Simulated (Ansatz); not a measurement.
# BFH5N: short molecular-dynamics run in Python

A script is to give a short molecular-dynamics run; the system is BFH5N.

All numbers are computed with the Python package of Ansatz 0.2.0. Level of theory: Hartree-Fock/def2-SVP.

## Step 1: The structure

Bond lengths: N1–B2 1.534 Å, B2–F3 1.455 Å, N1–H4 1.045 Å, N1–H5 1.045 Å, N1–H6 1.045 Å, B2–H7 1.192 Å, B2–H8 1.192 Å. Angles: N1–B2–F3 109.7°, N1–B2–H7 109.7°, N1–B2–H8 109.7°, F3–B2–H7 109.3°, F3–B2–H8 109.3°, H7–B2–H8 109.1°, B2–N1–H4 109.4°, B2–N1–H5 109.5°, B2–N1–H6 109.5°, H4–N1–H5 109.4°, H4–N1–H6 109.4°, H5–N1–H6 109.5°.

No structure file is read: the coordinates are typed or built in the script.

## Step 2: The code

bfh5n.py reads:

```python
import warnings

import ansatz as az
import numpy as np

GEOMETRY = '''
N     0.78980    0.08540    0.08360
B    -0.72250   -0.13090   -0.05170
F    -1.32960    1.02790   -0.68920
H     1.22030   -0.74930    0.54170
H     1.21000    0.21700   -0.86400
H     0.97060    0.93350    0.66660
H    -1.20560   -0.28410    1.02760
H    -0.93300   -1.09960   -0.71440
'''

warnings.simplefilter('ignore', az.DeckWarning)

molecule = az.Crystal.molecule()
for line in GEOMETRY.strip().splitlines():
    symbol, *xyz = line.split()
    molecule = molecule.atom(symbol, [float(v) for v in xyz])

calc = (
    molecule.calculation()
    .basis(gaussian='def2-SVP')
    .functional('HF')
    .md('nvt_nose_hoover', timestep=0.5, steps=30, temperature=800, initial_velocities='maxwell_boltzmann', seed=70, thermostat_time=10)
)
frames = []
calc.session().plan().execute(on_event=lambda e: frames.append(e['data']) if e['event'] == 'md_step' else None)
print('t (fs)   E_pot (eV)      E_kin (eV)   T (K)   d(0-1) (A)')
for f in frames[::1]:
    xyz = np.array(f['positions_ang'])
    print(f'{f["time_fs"]:6.2f} {f["lagrangian_ev"]:14.5f} {f["e_kin_ev"]:10.5f} {f["temperature_k"]:8.1f} {np.linalg.norm(xyz[0] - xyz[1]):9.4f}')
kept = np.array([f['conserved_ev'] for f in frames])
print(f'conserved energy moves by at most {1000 * np.ptp(kept):.3f} meV')
```

## Step 3: The calls as engine input

The engine receives this input:

```yaml
crystal:
  periodic: [false, false, false]
  atoms:
    - { symbol: "N", position_ang: [0.7898, 0.0854, 0.0836] }
    - { symbol: B, position_ang: [-0.7225, -0.1309, -0.0517] }
    - { symbol: F, position_ang: [-1.3296, 1.0279, -0.6892] }
    - { symbol: H, position_ang: [1.2203, -0.7493, 0.5417] }
    - { symbol: H, position_ang: [1.21, 0.217, -0.864] }
    - { symbol: H, position_ang: [0.9706, 0.9335, 0.6666] }
    - { symbol: H, position_ang: [-1.2056, -0.2841, 1.0276] }
    - { symbol: H, position_ang: [-0.933, -1.0996, -0.7144] }
basis:
  gaussian:
    orbitals: def2-SVP
hamiltonian:
  xc: hf
md:
  timestep: 0.5
  n_steps: 30
  ensemble: nvt_nose_hoover
  temperature: 800.0
  nose_hoover:
    tau: 10.0
  initial_velocities: maxwell_boltzmann
  seed: 70
```

## Step 4: The run

Command:

```sh
> python bfh5n.py
```

Without the output at hand: what should come out? Wanted: total energy; dipole moment; mean temperature, second half; farthest move; largest change of the conserved energy.

The runs gave:

| quantity | value |
| --- | --- |
| total energy | -4935.4798 eV |
| dipole moment | 4.96 D |
| length of the run | 30 steps, 15 fs |
| mean temperature, second half | 953 K |
| farthest move | 0.31 Å |
| largest change of the conserved energy | 0.69 meV/atom |

The temperature swings between 479 and 1075 K, with a mean of 953 K in the second half; 8 atoms fluctuate widely. The conserved energy stays within 0.69 meV/atom, so the time step holds. 15 fs show the first vibrations only, not equilibrium. Reading the output:
- The trajectory is only some femtoseconds long, and gives no averages; where the script doesn't relax first, it starts from a rough generated geometry.
- The temperature counts the internal degrees of freedom alone.
